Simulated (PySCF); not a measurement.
## How the method moves the HOMO and LUMO of (CH3)2PPF2

(CH3)2PPF2, C2H6F2P2.
Structure used (PBE0-D3(BJ)/def2-SVP), in Å, numbered top down from 1:
```xyz
12
C2H6F2P2 angstrom
C     -0.506   -1.330   -0.707
P     -0.115   -0.306    0.792
C      1.586    0.298    0.356
P     -1.198    1.494    0.048
F     -2.686    0.886    0.241
F     -1.110    2.379    1.398
H      0.076   -2.262   -0.659
H     -0.280   -0.827   -1.662
H     -1.573   -1.597   -0.685
H      1.877    1.092    1.059
H      1.673    0.678   -0.675
H      2.295   -0.534    0.483
```

Basis pcSseg-1 throughout (PySCF), one geometry. Isolated species at its PBE0-D3(BJ)/def2-SVP geometry (one conformer only).

Q: How do the orbital energies, the gap and the dipole change with the method?

A: 
```
  method           kind  HOMO (eV)  LUMO (eV)  gap (eV)  μ (D)  SCF cycles
   B97-D            GGA      -5.64      -1.40      4.24   2.83          15
     KT2            GGA      -5.72      -1.68      4.04   2.80          16
     KT3            GGA      -5.74      -1.56      4.17   2.75          16
   B3LYP  global hybrid      -6.57      -0.78      5.79   2.94          13
    PBE0  global hybrid      -6.78      -0.60      6.18   3.01          12
mPW1PW91  global hybrid      -6.82      -0.61      6.21   3.03          12
```

The HOMO spans 1.18 eV, from B97-D down to mPW1PW91, and the gap runs from 4.04 eV (KT2) to 6.21 eV (mPW1PW91). Over the methods B97-D (0 %), KT2 (0 %), KT3 (0 %), B3LYP (20 %), PBE0 (25 %), mPW1PW91 (25 %), a straight line through the gap against the share of exact exchange rises by 0.82 eV for each 10 % (correlation coefficient 0.998). The dipole ranges from 2.75 D (KT3) to 3.03 D (mPW1PW91). This basis has no diffuse functions.
